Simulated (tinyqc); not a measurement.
The integration grid: Kohn-Sham R2SCAN on finer and finer grids in the sto-3g basis, for CH2, spin multiplicity 3. Computed by the program tinyqc with PySCF. 

Geometry (angstrom):

| atom | x | y | z |
|---|---|---|---|
| C | 0.0000 | 0.0000 | 0.0000 |
| H | 0.0000 | 1.0150 | 0.5260 |
| H | 0.0000 | -1.0150 | 0.5260 |

Self-consistent on each grid; the net force on the molecule should vanish.

Kohn-Sham energy on Becke grids (radial x angular points per atom):

| grid | points | residual of the electron count | E (hartree) | E - finest (mhartree) | largest net force without grid terms (hartree/bohr) |
|---|---|---|---|---|---|
| 10 x 14 | 420 | -1.28e-02 | -38.55479 | 75.94297 | 5.76e-02 |
| 15 x 26 | 1170 | -1.54e-03 | -38.63321 | -2.47857 | 5.76e-03 |
| 20 x 50 | 3000 | 8.42e-04 | -38.63203 | -1.30596 | 2.27e-02 |
| 30 x 86 | 7730 | 1.35e-04 | -38.63049 | 0.23479 | 7.75e-03 |
| 50 x 194 | 29094 | 1.20e-06 | -38.63064 | 0.08977 | 1.20e-03 |
| 75 x 302 | 67944 | 2.95e-07 | -38.63075 | -0.01699 | 7.99e-04 |
| 120 x 590 | 212196 | -4.41e-09 | -38.63073 | 0.00000 | 7.41e-05 |

The energy is within 0.1 mhartree of the finest grid first at 50 x 194. The error has both signs, since quadrature is not variational. The electron count and the net force are cheap signs of a poor grid.
